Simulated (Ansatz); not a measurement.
Input for Ansatz (development build ahead of 0.2.0):

```yaml
crystal:
  periodic: [false, false, false]
  atoms:
    - { symbol: C, position_ang: [0.0, 0.0, -1.33806] }
    - { symbol: C, position_ang: [0.0, 0.0, 0.23163] }
    - { symbol: C, position_ang: [0.0, 0.0, 1.53927] }
    - { symbol: H, position_ang: [0.0, -1.10976, -1.76545] }
    - { symbol: H, position_ang: [-0.96108, 0.55488, -1.76545] }
    - { symbol: H, position_ang: [0.96108, 0.55488, -1.76545] }
    - { symbol: H, position_ang: [0.0, 0.0, 2.69926] }
basis:
  gaussian: { orbitals: cc-pVTZ }
hamiltonian:
  xc: hf
correlation:
  method: mp2
  frozen_orbitals: { C: 1, H: 0 }
```

The input is written out in the form of the current development build from the run's settings.

The run gave:

```json
{
  "Converged": "yes",
  "Reference energy": "-115.84712 hartree",
  "Correlation energy": "-0.50064 hartree",
  "Total energy": "-116.34776 hartree",
  "Spin squared of the determinant": "0.000"
}
```

Caution: no unrestricted run beside it, a lower state can exist.
